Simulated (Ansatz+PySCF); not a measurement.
Values are calculated unless marked as measured or tabulated.
Input for Ansatz (development build ahead of 0.2.0):

```yaml
crystal:
  periodic: [false, false, false]
  atoms:
    - { symbol: Mg, position_ang: [0.0, 0.0, -0.69907] }
    - { symbol: O, position_ang: [0.0, 0.0, 1.0486] }
basis:
  gaussian: { orbitals: def2-SVP }
hamiltonian:
  xc: pbe0
scf:
  omitted_lower_state_checks: [stability, starts, atomic_configurations, cluster_reference, orbital_swaps, given_window_search, neighbouring_geometries, increment]
output:
  forces: true
```

The input is written out in the form of the current development build from the run's settings.

The run gave:

- Converged: yes
- Total energy: -274.88622 hartree
- Spin squared of the determinant: 0.000

Forces (eV/Å):
| atom | Fx | Fy | Fz |
| --- | --- | --- | --- |
| Mg1 | 0.000 | 0.000 | 0.000 |
| O2 | 0.000 | 0.000 | 0.000 |
